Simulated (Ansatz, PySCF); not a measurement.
Molecule: cyanoethylene, C₃H₃N (charge 0, singlet). 
Geometry from a B3LYP-D3(BJ)/def2-TZVP (Ansatz, an electronic-structure program) optimisation:
SMILES: C=CC#N
```xyz
7

C     -0.1624    -1.6316     0.0047
C      0.5687    -0.5193    -0.0022
C     -0.0050     0.7858    -0.0018
H     -1.2435    -1.6002     0.0112
H      0.3125    -2.6029     0.0041
H      1.6516    -0.5573    -0.0087
N     -0.4469     1.8501    -0.0016
```
Charge 0, spin multiplicity 1.

Property: atomisation energy (electronic, to ground-state atoms), in kJ/mol. Cores are frozen in the correlated levels unless marked. UHF or UKS for open shells. Spin-orbit coupling is left out. No relativistic terms. The coupled-cluster limit lacks core correlation, which all-electron functionals hold. Basis-set limits of correlation are two-point, X^-3; Hartree-Fock from the larger set.

```json
[
 {"level": "HF/cc-pVQZ", "program": "Ansatz", "atomisation energy (kJ/mol)": "2242.0"},
 {"level": "HF-D3(BJ)/def2-TZVPD", "program": "PySCF + dftd3", "atomisation energy (kJ/mol)": "2336.6"},
 {"level": "revPBE/def2-TZVPD", "program": "Ansatz", "atomisation energy (kJ/mol)": "3190.8"},
 {"level": "TPSSh-D3(BJ)/def2-TZVPD", "program": "PySCF + dftd3", "atomisation energy (kJ/mol)": "3187.4"}
]
```

What does CCSD(T)/CBS(cc-pVTZ,cc-pVQZ) (Ansatz) give?

3175.5 kJ/mol, so TPSSh-D3(BJ)/def2-TZVPD differs from it by 11.9 kJ/mol.
